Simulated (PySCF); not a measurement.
## Worked example: GaAs⁺, sextet against GaAs⁺, quartet

Geometry (PBE0/def2-TZVP stationary point of a quartet), kept for both states (GaAs⁺, quartet: Σ⁻; GaAs⁺, sextet: Π):

```xyz
2

Ga    0.0000    0.0000    0.0000
As    0.0000    0.0000    2.7035
```

Basis cc-pVDZ; PySCF 2.14.0. Correlated methods freeze the noble-gas cores and the filled d shells of p-block atoms. Prefix R: restricted or restricted open-shell reference. No spin–orbit coupling is included, and no scalar relativity.

Full CI isn't at hand for all of this; RCCSDT serves as the reference. It lacks quadruple excitations.

```
   level  E(GaAs⁺, quartet) (hartree)  E(GaAs⁺, sextet) (hartree)
RCCSD(T)                 -4157.271770                -4157.084956
     PBE                 -4159.736364                -4159.521784
    PBE0                 -4159.838424                -4159.635416
  RCCSDT                 -4157.272429                -4157.085412
```

**Question.** Give the vertical gap, GaAs⁺ sextet less GaAs⁺ quartet, at each level in eV (1 hartree = 27.2114 eV), and each error against RCCSDT.

**Answer.** RCCSDT: (-4157.085412 − (-4157.272429)) × 27.2114 = 5.089 eV (the reference)
PBE0: (-4159.635416 − (-4159.838424)) × 27.2114 = 5.524 eV, error 0.435 eV
PBE: (-4159.521784 − (-4159.736364)) × 27.2114 = 5.839 eV, error 0.750 eV
RCCSD(T): (-4157.084956 − (-4157.271770)) × 27.2114 = 5.083 eV, error -0.006 eV

Total energies of functionals can't be set beside those of wave-function methods, since they hold the core's correlation and their own absolute errors; only the differences compare.

In so small a basis the reference is far from its limit while semilocal and hybrid functionals are nearer theirs, so the functionals' errors here hold much of the reference's basis and frozen-core error, which can add to them or hide them.

Each level lands on the state that its own search finds. T1 diagnostics of restricted CCSD: 0.028 and 0.013.
